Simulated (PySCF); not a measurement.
**Relaxation of doublet BO2**

Method: PySCF, UB3LYP, basis B def2-TZVP, O def2-TZVP (no relativity, density fitting). A (50,194) grid was used.

A hand-made bent start, of C2v symmetry, held to at least that symmetry:

```xyz
3
charge 0 multiplicity 2, angstrom
B     0.0000    0.0000   -0.5761
O     1.1059    0.0000    0.1982
O    -1.1059    0.0000    0.1982
```

Task: What forces act on the atoms at the start (eV/Å)?

Result: 
| atom | Fx | Fy | Fz |
| --- | --- | --- | --- |
| B1 | 0.00 | 0.00 | 7.45 |
| O2 | -1.15 | 0.00 | -3.73 |
| O3 | 1.15 | 0.00 | -3.73 |

Task: What does it relax to?

Result: It ends at D∞h with B–O 1.261 Å (×2); O–B–O 180.0°. A frequency run shows a minimum. Other isomers or separated fragments may lie lower.

Task: How much energy is released, and in how many steps?

Result: 199.2 kJ/mol in 7 steps.

The relaxation took 9.2 s on 4 threads of a shared Arm Neoverse N1 host, with 93 basis functions and 8 gradients; the process peaked at 0.49 GiB. Launch command: `OMP_NUM_THREADS=4 python axn.py task.json out`.
